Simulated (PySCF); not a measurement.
Potential energy curve for CH, doublet.

Levels of theory: UKS-PBE0 = PySCF with unrestricted PBE0/cc-pVTZ; UKS-TPSSh = unrestricted TPSSh/cc-pVTZ run with PySCF 2.14.0; UHF/cc-pVTZ (PySCF).

Magnitude of the dipole moment (D; its direction can reverse along the curve, and a method can change to another solution) and Mulliken charge of the fragment that holds C1:

```tsv
R / Å	μ UKS-PBE0	q UKS-PBE0	μ UKS-TPSSh	q UKS-TPSSh	μ UHF	q UHF
0.89	1.67	-0.21	1.67	-0.21	1.58	-0.25
0.95	1.62	-0.18	1.62	-0.17	1.55	-0.21
1.01	1.57	-0.15	1.57	-0.14	1.50	-0.18
1.06	1.51	-0.13	1.51	-0.11	1.46	-0.15
1.08	1.49	-0.12	1.48	-0.10	1.44	-0.14
1.13	1.42	-0.10	1.41	-0.08	1.38	-0.12
1.15	1.39	-0.09	1.38	-0.08	1.36	-0.11
1.19	1.33	-0.08	1.31	-0.06	1.30	-0.10
1.25	1.22	-0.07	1.21	-0.05	1.21	-0.08
1.29	1.15	-0.06	1.13	-0.04	1.15	-0.07
1.39	0.94	-0.04	0.91	-0.03	0.96	-0.05
1.54	0.62	-0.02	0.57	-0.01	0.62	-0.02
```

The scan ran from 0.89 to 4.53 Å; beyond the distances shown one of the unrestricted levels run for this scan, shown here or not, changes its spin distribution in one step. The unrestricted determinant behind UKS-PBE0, UKS-TPSSh is spin-contaminated at 0.89 to 1.19 Å (<S²> up to 1.0, against 0.75 for a pure doublet). The unrestricted determinant behind UHF is spin-contaminated at 0.89 to 1.54 Å (<S²> up to 1.2, against 0.75 for a pure doublet).
